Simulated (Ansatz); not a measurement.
C2H3Cl, charge +1, doublet, geometry from GFN2-xTB of the parent state (a state made from the parent by changing its charge; the spin is typed, not shown lowest); Ansatz (a program for electronic structure) with PBE/cc-pVDZ.

The Ansatz input:
Ansatz 0.2 input:
```yaml
crystal:
  periodic: [false, false, false]
  atoms:
    - {symbol: C, position_ang: [-0.00166171, 0.75402237, -0.00088725]}
    - {symbol: C, position_ang: [1.28837330, 1.02145870, -0.01345388]}
    - {symbol: Cl, position_ang: [-0.62447944, -0.84989830, 0.00694605]}
    - {symbol: H, position_ang: [-0.77301421, 1.50855401, 0.00553160]}
    - {symbol: H, position_ang: [2.03491225, 0.24685501, -0.01961314]}
    - {symbol: H, position_ang: [1.63398290, 2.03997571, -0.01795455]}
basis:
  gaussian:
    orbitals: cc-pVDZ
hamiltonian:
  xc: pbe
total_charge: 1
magnetization: {spin_polarized: true, initial_magnetization: 1}
```

Q: Predict the main parts of the log of this Ansatz run.

A: 
```
Functional definition: PBE
798 factors; their error is unknown
mean field evaluation 1: about -14609.2578 eV, gradient 5.5e1 eV
mean field evaluation 2: about -14571.2639 eV, gradient 9.5e1 eV
mean field evaluation 4: about -14627.1123 eV, gradient 2.5e0 eV
mean field evaluation 8: about -14627.1555 eV, gradient 1.4e-1 eV
mean field evaluation 16: about -14627.1197 eV, gradient 5.6e-4 eV
mean field evaluation 32: about -14624.9839 eV, gradient 6.0e0 eV
mean field -14627.11971185 eV, -537.5367347925 hartree, gradient 1.5e-5 eV, S^2 0.752472; 3 other end points of the search recorded, 0 dependent functions left out
reference -14627.11973681 eV, -537.5367357099 hartree; 16, 15 occupied and 45, 46 virtual orbitals, 798 factors
Total energy: -14627.11973681 eV, -537.5367357099 hartree
```
